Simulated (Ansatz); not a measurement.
For W (model structure, started from the beta-Sn type, I4₁/amd, No. 141, 2 atoms in the cell), PBEsol in Ansatz (PAW) gives:

```
Quantity                         Result
------------------------------  -------
equilibrium lattice constant a  5.065 Å
lattice parameter c             2.662 Å
```

**Question.** What does r²SCAN (PAW; Ansatz, an electronic-structure program) give for the same quantities?

**Answer.** 
- lattice constant a: 5.085 Å (increases by 0.4 %)
- lattice parameter c: 2.682 Å (rises by 0.8 %)

Changes are worked out from the printed values.

Unless a cell is named, each level is at its own relaxed cell (PBEsol 17.07, r²SCAN 17.34 Å³/atom).

Levels without +SOC leave out spin–orbit coupling, which shifts energies and cells of such heavy elements.

Ansatz's density-functional and Hartree–Fock values are scalar-relativistic unless marked +SOC, with PAW data made under PBE.

A model structure was made by putting elements into a prototype or built by hand; it is no filed structure, need not be a known phase, and can be a saddle point held by its symmetry.
